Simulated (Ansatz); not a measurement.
Results of PBE0 (plane waves, PAW; Ansatz, a quantum-chemistry and plane-wave program) for rock-salt AgCl.

Total energies, extrapolated to zero smearing (they compare only within this program, potentials and cutoff; free atoms with spin allowed, lowest state found):

```json
[
 {"system": "rock-salt AgCl, relaxed", "energy (eV/atom)": "-4337.3368"},
 {"system": "free Ag atom", "energy (eV/atom)": "-7590.8102"},
 {"system": "free Cl atom", "energy (eV/atom)": "-1078.9737"}
]
```

Work out the cohesive energy per atom.

E_coh = [1 × (-7590.8102) + 1 × (-1078.9737)]/2 − (-4337.3368) = 2.44 eV/atom. The reference value is 2.78 ± 0.03 eV/atom (worked out here from tabulated enthalpies at 298 K, copied from a table, unchecked, brought to a static lattice with a Debye model, atoms in their spin–orbit ground levels; inputs from the CRC Handbook), a difference of -0.34 eV/atom.

The PAW data were made under PBE.
